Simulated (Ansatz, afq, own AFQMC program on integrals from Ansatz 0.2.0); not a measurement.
## Where AFQMC and coupled cluster stand for GeNH$_{3}$, triplet

```yaml
atoms:
  - { symbol: Ge, position_ang: [-0.2797, -0.0021, 0.0009] }
  - { symbol: N, position_ang: [1.6147, 0.0123, -0.0051] }
  - { symbol: H, position_ang: [-0.7720, 1.4535, 0.0039] }
  - { symbol: H, position_ang: [-0.7514, -0.7367, 1.2654] }
  - { symbol: H, position_ang: [-0.7593, -0.7341, -1.2622] }
```

Connectivity, by distances: GeH3–N.

Basis cc-pVDZ. Only valence electrons are correlated. AFQMC by an in-house program on the Cholesky factors that Ansatz 0.2.0 writes for its CCSD(T) run. ph-AFQMC/CISD is guided by a CISD state made of CCSD amplitudes; releasing the constraint for a short imaginary time cuts its bias at the price of noise, slowly where states lie close. Free projection: walkers drawn from exp(T), propagated without any constraint. Its projection time is finite, and what remains of the start isn't in its error. Uncertainties: one standard error, sampling alone. No spin–orbit coupling.

Determinant: UHF, the one that the program's search chose, which needn't be the lowest solution. The geometry is a point of a scan.

No full CI on the walks' own integrals is used here. The released AFQMC energy serves as the reference, which it does only where one determinant dominates, the energy is flat over the last release times and near the phaseless one (40 meV or 2 meV an electron, half that with transition metals). On small molecules, where full CI could be run and the noise was under 10 meV, such values lay within 10 meV of it in 19 cases of 20, a flattering rate, since the rule was set on those same cases; what remains of the bias isn't in the error bar.

Cautions: no relativity below Rb; no spin-orbit coupling; inner d shell frozen; lower spins were not checked; the released value is read at 2.40 1/Eh with a noise of 14 meV, more than in the cases checked (meV from the phaseless value at times in 1/Eh: -6 ± 9 at 0.24, -6 ± 8 at 0.51, -27 ± 11 at 0.99, -27 ± 11 at 1.62, -5 ± 14 at 2.40).

The T1 diagnostic is 0.0153, the weight of the determinant in the CISD state is 0.891 and the ⟨S²⟩ of the determinant is 2.020. The size of the correlated space is 12 electrons in 41 orbitals.

```
  level  correlation energy (eV)
    MP2                  -5.3226
   CCSD                  -6.4376
CCSD(T)                  -6.5695
```

Problem. Estimate where free-projection AFQMC lies against CCSD(T) on the same integrals.

Solution. 1.06 ± 0.26 kcal/mol below CCSD(T).

Reference: AFQMC with the constraint released, correlation energy -6.597 ± 0.014 eV.

| level | E − E(reference) (kcal/mol) | share of correlation (%) |
| --- | --- | --- |
| CCSD(T) | 0.62 ± 0.33 | 99.59 |
| ph-AFQMC/HF | 3.25 ± 0.84 | 97.86 |
| ph-AFQMC/CISD | 0.12 ± 0.41 | 99.92 |
| free AFQMC | -0.44 ± 0.42 | 100.29 |

Free projections are given only where their last times agree within the noise and don't stop above the reference; a slow remainder of the start can still hide under it. A walk keeps the symmetry of its determinant, which the program's search chose and which needn't be the lowest solution, so a lower state of the same spin and another symmetry isn't excluded. Released energies are given only where the last usable release times agree within the noise; a slower fall can still hide under it.
